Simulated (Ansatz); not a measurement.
Relaxation of C₂H₃F₃ (8 atoms, charge 0, multiplicity 1), to a largest force component of 0.015 eV/Å in at most 40 steps.

All numbers below come from Ansatz, RKS PBE0/def2-SVP.

```xyz
8
Properties=species:S:1:pos:R:3:forces:R:3
F -1.154 -0.664 1.164 -0.63 -0.12 0.00
C -0.210 0.194 0.709 0.27 -0.41 -0.10
C 0.121 -0.151 -0.730 5.27 -0.34 1.68
F 0.908 -1.316 -0.755 -1.75 0.98 0.09
F 0.991 0.784 -1.240 -0.97 0.03 0.42
H 0.653 0.085 1.373 0.58 0.00 -0.26
H -0.530 1.232 0.788 -0.43 0.42 -0.14
H -0.688 -0.221 -1.365 -2.35 -0.54 -1.68
```

Task: Where does it end, and by what steps?

Result: The run converged. After 5 steps the energy has fallen by 0.289 eV; F4 moved furthest, 0.09 Å.

| step | energy less start (eV) | largest force component (eV/Å) | accepted |
| --- | --- | --- | --- |
| 0 | 0.0000 | 5.274 | yes |
| 1 | -0.2545 | 1.612 | yes |
| 2 | -0.2867 | 0.092 | yes |
| 3 | -0.2880 | 0.034 | yes |
| 4 | -0.2885 | 0.027 | yes |
| 5 | -0.2888 | 0.015 | yes |

```xyz
8
Properties=species:S:1:pos:R:3
F -1.140 -0.686 1.160
C -0.195 0.188 0.711
C 0.178 -0.154 -0.711
F 0.820 -1.336 -0.754
F 1.013 0.802 -1.173
H 0.710 0.125 1.340
H -0.589 1.217 0.743
H -0.705 -0.213 -1.372
```

The run took 15 s on 1 thread of Intel(R) Xeon(R) Platinum 8488C (Sapphire Rapids), with other jobs on the host, peak memory 0.18 GiB.
